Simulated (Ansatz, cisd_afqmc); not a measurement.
System: SiO, charge 0, triplet. This triplet is an excited state, 4.2 eV above the singlet at CCSD(T)/cc-pV(5+d)Z (Ansatz, an electronic-structure program). SiO (SMILES O=[Si], triplet).
B3LYP-D3(BJ)/def2-TZVP minimum from Ansatz:
```
Si
O 1 1.5739
```
Charge 0, spin multiplicity 3.

Total energies in cc-pV(T+d)Z, 10 correlated electrons, 6 frozen orbitals. Radicals and triplets start from unrestricted determinants; spin-orbit coupling is neglected. Cores are frozen in correlated methods. No relativity. AFQMC is phaseless with a CISD trial state; ± is one standard error, without the phaseless bias. Outlying blocks are dropped, and bars are widened where a walk drifts. Over all cases where full CI ran beside it in this data, AFQMC minus full CI had a median of +0.1 mEh and passed +0.4 mEh in a tenth of the cases. The UHF reference of OSi (O=[Si], triplet) is spin-contaminated (<S^2> up to 0.06 over the pure value in the sets run). The determinant of OSi (O=[Si], triplet) is a saddle point of the SCF energy; a lower one exists, which strains HF and MP2. The spin of OSi (O=[Si], triplet) was assumed, and the state is the lowest solution found for it.

| method | program | energy (Eh) | minus CCSDT(Q) (mEh) |
|---|---|---|---|
| HF | Ansatz | -363.71480 | 333.78 |
| MP2 | Ansatz | -364.01148 | 37.10 |
| CCSD | Ansatz | -364.02874 | 19.84 |
| CCSD(T) | Ansatz | -364.04490 | 3.68 |
| CCSDT(Q) | Ansatz | -364.04858 | 0.00 |
| AFQMC/CISD | cisd_afqmc | -364.0449 ± 0.0005 | 3.7 ± 0.5 |

Rough core times of Ansatz's runs on a shared machine: CCSD(T) 80 s, CCSDT(Q) 5 min.
